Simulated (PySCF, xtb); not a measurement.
methanethiol (CH4S), SMILES CS.

Coordinates come from a ωB97X-D3(BJ)/def2-TZVP optimisation.

Computed with PySCF 2.14.0 with C-PCM-ωB97X/def2-SVP.

The values are the electrostatic part of the solvation free energy, E(continuum) − E(gas) at the gas-phase geometry, in a cavity of scaled van der Waals radii (PySCF's table); cavitation and dispersion terms are not included. In vacuum the orbital gap is 12.43 eV. The dipole moment in vacuum is 1.61 D.

| solvent | ε | ΔG(elec) (kcal/mol) | dipole (D) | gap (eV) |
|---|---|---|---|---|
| water | 78.36 | -3.0 | 2.03 | 12.75 |
| toluene | 2.37 | -1.7 | 1.83 | 12.61 |
| chlorobenzene | 5.70 | -2.4 | 1.95 | 12.69 |

For comparison, GFN2-xTB/ALPB(water) (xtb, at the GFN2-xTB geometry, all terms of that model) gives -0.7 kcal/mol.
